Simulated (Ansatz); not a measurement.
H2B–B, triplet in 6-31G: errors against full CI

Geometry: a point of a stretch scan, not a stationary point.

```yaml
atoms:
  - { symbol: B, position_ang: [0.0000, -0.1109, 0.6144] }
  - { symbol: B, position_ang: [0.0000, -0.1109, -0.9707] }
  - { symbol: H, position_ang: [0.0000, 3.5382, 2.6285] }
  - { symbol: H, position_ang: [0.0000, -1.1588, 1.1928] }
```

Basis 6-31G; Ansatz 0.2.0. Only valence electrons are correlated (noble-gas cores frozen), which leaves 8 electrons in 20 orbitals. R marks a restricted (for open shells ROHF) determinant, U an unrestricted one. Active spaces: valence = (8e, 10o) chosen from the atoms' valence shells; pair = (4e, 4o) about the gap.

Full CI is exact within this basis and frozen core; it isn't the basis-set limit. The frozen core follows each run's orbitals, which can shift R against U totals by a few meV.

Unrestricted rows (U) aren't spin-pure: their determinants' ⟨S²⟩ exceeds S(S+1) by up to 1.01, so they mix in states of higher spin. Coupled cluster chose its determinant by trial CCSD, here up to 3.04 eV above the lowest Hartree–Fock solution of its kind. For open shells CISD is restricted-active-space CI with the open shells as a complete middle space.

```
UHF ⟨S²⟩                          : 3.013
T1 diagnostic (RCCSD)             : 0.3700
largest doubles amplitude (RCCSD) : 0.151
T1 diagnostic (UCCSD)             : 0.0397
```

```
    level  E − E(determinant under the R cluster runs) (eV)
      UHF                                           -4.7560
     UMP2                                           -6.4642
   RCCSD*                                           -7.1271
    UCCSD                                           -7.1336
RCCSD(T)*                                           -7.2904
 UCCSD(T)                                           -7.1979
```

(1) Estimate how far full CI in 6-31G lies from RCCSD(T). The table doesn't fix it; the size of (T) and the diagnostics are the guide.

(1) Full CI in 6-31G lies 6.1 kJ/mol above RCCSD(T), which is 39 % of the (T) step (-15.8 kJ/mol). (T) overshoots here: it takes the energy past the reference. The miss exceeds 1 kcal/mol.

The other levels:

```tsv
level	E − E(full CI) (kJ/mol)	share of correlation (%)	wall time
RHF†	404.1	–	–
CISD†	133.4	–	0.8 s
BCCD(T)*	3.0	99.57	2.3 s
RCCSDT*	0.7	99.90	–
UCCSDT	0.5	99.92	–
RCCSDT(Q)*	-0.4	100.05	8.5 s
UCCSDT(Q)	0.1	99.99	7 s
CASSCF (pair space)	246.4	64.66	–
NEVPT2 (pair space)	80.9	88.40	0.51 s
MRCISD (pair space)	21.0	96.98	–
MRCISD+Q (pair space)	0.0	100.00	0.79 s
CASSCF (valence space)	68.3	90.21	–
NEVPT2 (valence space)	19.9	97.15	4.2 s
MRCISD (valence space)	1.5	99.79	–
MRCISD+Q (valence space)	0.4	99.95	7.5 s
```

An asterisk marks runs whose energy the program itself flagged as in doubt. A dagger marks rows that describe another state than the reference (another or a broken symmetry, a higher spin or other natural occupations), so the difference isn't the method's error.

The correlation energy at full CI, counted from the determinant under the R cluster runs, is -7.227 eV. That run took 2.9 min on 1 thread of Intel Xeon 6975P-C, shared host over 11,708,928 determinants.

Run but not shown, since their state or frozen core can't be matched to the reference's or they repeat it: RMP2.

Times hold each run's SCF and search for its determinant on a shared host, so for small cases they say little of a method's own cost; they ran on 1 thread of Intel Xeon 6975P-C.

Not variational, and here over 5 meV under the exact energy: RCCSD(T).

The full-CI state has the irrep A'' of Cs, in the program's axes.

Natural occupations of full CI about the gap: 1.961 1.943 1.035 0.996 0.976 0.943 0.048 0.036 0.020 0.018; effectively unpaired electrons, Σ n²(2−n)², 4.03. No single determinant describes this state well, so single-reference rows can miss without a flag.
